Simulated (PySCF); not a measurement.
Level of theory: PBE-D3(BJ)/def2-TZVP // PBE0-D4/def2-SVP in PySCF 2.14.0. Gas-phase values, no solvent. 

Reference species (SMILES): `N` (neutral, multiplicity 1).

The HOMO is -6.07 eV and the dipole moment is 1.75 D.

Changed species: `CC#N` (free base CH3CN; the reference has free base NH3).

**Question.** Predict the effect on the HOMO and dipole moment.

**Answer.** the HOMO decreases by 2.00 eV, to -8.07 eV; the dipole moment rises by 2.20 D, to 3.95 D.
